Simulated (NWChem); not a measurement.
**Correlation energy of DMSO (C2H6OS)**

```xyz
10

C     -0.6613     0.5218    -1.3725
S      0.5039     0.0967     0.0000
C     -0.6613     0.5218     1.3725
O      0.6360    -1.4147     0.0000
H     -0.1374     0.2484    -2.3077
H     -0.8982     1.6041    -1.3677
H     -1.5723    -0.0980    -1.2581
H     -1.5723    -0.0980     1.2581
H     -0.1374     0.2484     2.3077
H     -0.8982     1.6041     1.3677
```
Charge 0, spin multiplicity 1.

All runs are NWChem calculations. Structure: optimised with PBE/def2-SVP, a minimum by its harmonic frequencies.

Basis set: cc-pVDZ. Each correlation energy counts from its own Hartree-Fock reference.

```tsv
method	correlation energy (mHa)	difference from CCSD(T)
CCSD+T(CCSD)	-688.3	-1.8
SCS-MP2	-613.6	+72.9
MP2	-621.1	+65.4
RI-MP2	-621.0	+65.5
CCSD	-665.4	+21.1
CR-CCSD[T]	-681.8	+4.7
CR-CCSD(T)	-680.5	+6.0
CCSD(T)	-686.5	0.0
```

The values span 74.7 mHa, from CCSD+T(CCSD) (lowest) to SCS-MP2 (highest). 

The correlated methods keep 8 core orbitals frozen. Differences from the coupled-cluster row are differences between methods, not errors against experiment.
